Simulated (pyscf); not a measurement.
PySCF, gas phase, ωB97X-D3(BJ)/def2-SVP geometries.

### Question
Estimate by transition-state theory the rate constant of acetonitrile (H₃C–C≡N) + hydrogen (H₂) -> H₂C=C=NH + hydrogen (H₂) (singlet surface; C–H, H–H broken, H–N, H–H formed) at 1200 K, with ωB97M-D3(BJ)/def2-TZVP energies (ideal gas, 1 atm, RRHO with modes under 100 cm⁻¹ raised to 100, one conformer, R ln 2 for chiral ones without a mode under 150 cm⁻¹; no tunnelling).

### Answer
The electronic barrier is 61.3 kcal/mol and the thermal terms add +34.6, so ΔG‡ = 95.9 kcal/mol. With k_BT/h = 2.50e+13 s⁻¹ and RT = 2.385 kcal/mol, and a volume of 1.64e-19 cm³ per molecule at 1 atm, k = 1.4e-23 cm³ molecule⁻¹ s⁻¹. Wigner's tunnelling factor for 1848i cm⁻¹ would be 1.20. A shift of 1 kcal/mol in the barrier changes k by a factor 1.5. One saddle was located; it need not be the lowest between these sides.
